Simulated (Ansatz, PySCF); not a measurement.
Complex: C2H2 (SMILES C#C) (first 4 atoms) with H2O (SMILES O); geometry from S66by8 set.
(charge 0, multiplicity 1):
```xyz
7

C     -0.925     0.039     0.031
H      0.141     0.009     0.006
C     -2.137     0.073     0.058
H     -3.198     0.104     0.083
O      2.147    -0.068    -0.054
H      2.718    -0.658     0.443
H      2.719     0.283    -0.739
```

Counterpoise-corrected where a basis set is named; no monomer relaxation.

Frozen-core correlation.

Codes used: Ansatz (Gaussian orbitals); PySCF for the dispersion terms. Values without a source in brackets are computed.

### Question
Predict the interaction energy from SCS-MP2/aug-cc-pVTZ.

### Answer
-82 meV

### Question
Predict the interaction energy from B3LYP-D4/def2-TZVPPD.

### Answer
-112 meV

### Question
Estimate the interaction energy that CCSD(T)/aug-cc-pVTZ returns for this input.

### Answer
-103 meV

Ansatz is a quantum-chemistry and plane-wave program.
